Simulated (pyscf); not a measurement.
H₃O⁺ (SMILES [OH3+]) + H₂C=CH₂ (SMILES C=C) → H₃C–CH₂–OH₂⁺ (SMILES CC[OH2+]) (addition across a multiple bond or ene-type step; singlet surface; H–O broken, C–O, C–H formed). PySCF, gas phase, ωB97X-D3(BJ)/def2-SVP geometries. MP2 and CC: frozen core, UHF for open shells. ΔMP2 is the change of the MP2 total energy from the triple- to the quadruple-zeta basis. Energies in kcal/mol from the separated reactants.

| level | barrier | reaction energy |
|---|---|---|
| r²SCAN/def2-TZVP | -13.6 | -38.1 |
| PBE0-D3(BJ)/def2-TZVP | -13.4 | -39.6 |
| M06-2X/def2-TZVP | -11.3 | -37.2 |
| ωB97M-D3(BJ)/def2-TZVP | -12.8 | -36.6 |
| MP2/def2-QZVPP | -8.8 | -35.1 |
| CCSD(T)/def2-TZVPP | … | -34.4 |
| CCSD(T)/def2-TZVPP + ΔMP2(QZVPP) | … | … |

Q: Fill in the missing entries.

A: 
- CCSD(T)/def2-TZVPP, barrier: -8.7
- CCSD(T)/def2-TZVPP + ΔMP2(QZVPP), barrier: -9.2
- CCSD(T)/def2-TZVPP + ΔMP2(QZVPP), reaction energy: -34.6

On the reactant side the descent ends in a bound adduct, 22.3 kcal/mol under the separated species and 8.0 kcal/mol under the saddle at ωB97X-D3(BJ)/def2-TZVP. On the product side the descent ends in a point that may be a rotor saddle (no frequency run), 4.4 kcal/mol over the lowest minimum found and 20.9 kcal/mol under the saddle at ωB97X-D3(BJ)/def2-TZVP. At r²SCAN, PBE0-D3(BJ), M06-2X, ωB97M-D3(BJ)/def2-TZVP, MP2, CCSD(T), CCSD(T) the saddle lies under the separated reactants, which points to a path from their complex (located at ωB97X-D3(BJ) alone). At ωB97X-D3(BJ)/def2-TZVP the barrier from the zero used here is -14.3 kcal/mol. This saddle turned up in a search for another step; its sides and bond changes are read from the two ends of the descent. This is the saddle that the search found; another between the same sides may lie lower. The CCSD(T) − MP2 part came from Ansatz, without density fitting, on the same reference.
